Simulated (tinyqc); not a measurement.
UHF in the sto-6g basis, for H3O+, spin multiplicity 1, step by step. Computed by tinyqc, a small Python program that keeps every step (integrals from PySCF). Settings: charge = 1, multiplicity = 1, basis = sto-6g, energy threshold = 1e-08, iteration cap = 62, orthogonalisation = symmetric, start = core, DIIS depth = 0, damping = 0.5, method = UHF, break = 0.4. Command: `OMP_NUM_THREADS=1 python tinyqc.py 31792 31793 out.jsonl` (the two numbers bound the seeds that draw the settings). One thread of a shared host (Intel(R) Xeon(R) Processor @ 2.60GHz), about 0.2 s of CPU time with the checks.

Geometry (angstrom):
```
atom        x        y       z
O      0.0000   0.0000  0.2070
H      1.2270   0.0000  0.0000
H     -0.6140   1.0630  0.0000
H     -0.6140  -1.0630  0.0000
```

Stop when the energy changes by less than 1e-08 hartree and every element of the error matrix X^T (F D S - S D F) X (for each spin) is below 3e-05.

Course of the cycle:
```
iteration  E (hartree)     change  largest element of the error matrix
1           -74.340483          -                             2.57e-01
2           -74.949374  -6.09e-01                             1.05e-01
3           -75.341439  -3.92e-01                             7.96e-02
4           -75.575417  -2.34e-01                             5.78e-02
5           -75.711282  -1.36e-01                             4.88e-02
6           -75.789341  -7.81e-02                             4.14e-02
7           -75.834200  -4.49e-02                             3.40e-02
8           -75.860202  -2.60e-02                             2.76e-02
9           -75.875501  -1.53e-02                             2.23e-02
10          -75.884683  -9.18e-03                             1.81e-02
11          -75.890322  -5.64e-03                             1.47e-02
12          -75.893870  -3.55e-03                             1.21e-02
13          -75.896158  -2.29e-03                             9.93e-03
14          -75.897669  -1.51e-03                             8.30e-03
...                ...        ...                                  ...
49          -75.901315  -6.73e-07                             2.58e-04
50          -75.901316  -5.75e-07                             2.39e-04
51          -75.901316  -4.91e-07                             2.21e-04
52          -75.901316  -4.19e-07                             2.05e-04
53          -75.901317  -3.58e-07                             1.89e-04
54          -75.901317  -3.05e-07                             1.75e-04
55          -75.901317  -2.61e-07                             1.62e-04
56          -75.901318  -2.23e-07                             1.50e-04
57          -75.901318  -1.90e-07                             1.39e-04
58          -75.901318  -1.63e-07                             1.28e-04
59          -75.901318  -1.39e-07                             1.19e-04
60          -75.901318  -1.19e-07                             1.10e-04
61          -75.901318  -1.01e-07                             1.02e-04
62          -75.901318  -8.65e-08                             9.40e-05
```

Can the last value be used, and what does the course show?

Not by the stop rule, although the second column moves by less than 1e-06 over the last three steps. Not converged within the cap of 62 iterations: the residual falls steadily but slowly, by a factor of about 0.93 a step. Reruns (cap 100 unless said): DIIS 8: converged in 13; level shift 0.5: converged in 62; atomic densities as start, DIIS 8: converged in 8; the original settings with a cap of 400: converged in 77. PySCF UHF in the same basis, after a stability check = -75.901319 hartree.
